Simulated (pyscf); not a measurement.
H₂N–SiH(Cl)–Cl → HN=SiH–Cl + HCl (elimination; singlet surface; H–N, Cl–Si broken, Cl–H formed). Single points on ωB97X-D3(BJ)/def2-SVP structures (PySCF, gas phase). MP2 and CC: frozen core, UHF for open shells. ΔMP2 is the change of the MP2 total energy from the triple- to the quadruple-zeta basis. Energies in kcal/mol from the reactant's lowest minimum found.

| level | barrier | reaction energy |
|---|---|---|
| PBE/def2-TZVP | 69.8 | +72.4 |
| B3LYP-D3(BJ)/def2-TZVP | 74.7 | +76.1 |
| PBE0-D3(BJ)/def2-TZVP | 76.7 | +80.3 |
| ωB97M-D3(BJ)/def2-TZVP | 77.7 | +78.5 |
| HF/def2-TZVP | 91.9 | +82.7 |
| MP2/def2-QZVPP | 77.9 | +78.6 |
| CCSD(T)/def2-TZVPP + ΔMP2(QZVPP) | 78.4 | +76.7 |

Of the functionals in the table, ωB97M-D3(BJ) is closest to CCSD(T)/def2-TZVPP + ΔMP2(QZVPP) in the barrier (0.7 kcal/mol apart) and PBE least close (8.6 kcal/mol); that level has limits of its own. On the product side the descent ends in a complex, 7.4 kcal/mol under the separated species and 5.1 kcal/mol under the saddle at ωB97X-D3(BJ)/def2-TZVP. At PBE, B3LYP-D3(BJ), PBE0-D3(BJ), ωB97M-D3(BJ)/def2-TZVP, MP2 the saddle lies under the separated products, which points to a path from their complex (located at ωB97X-D3(BJ) alone), and parting the products costs more than the saddle. At ωB97X-D3(BJ)/def2-TZVP the barrier from the zero used here is 80.4 kcal/mol. The same reactants have a lower exit, to H₂N–Si:–Cl [singlet] + HCl (barrier +69.1 kcal/mol at ωB97M-D3(BJ)/def2-TZVP, against +77.7 kcal/mol here). HN=SiH–Cl lies 26.4 kcal/mol over its isomer H₂N–Si:–Cl [singlet] (electronic energy, ωB97M-D3(BJ)/def2-TZVP). One saddle was located; it need not be the lowest between these sides. The CCSD(T) − MP2 part came from Ansatz, without density fitting, on the same reference.
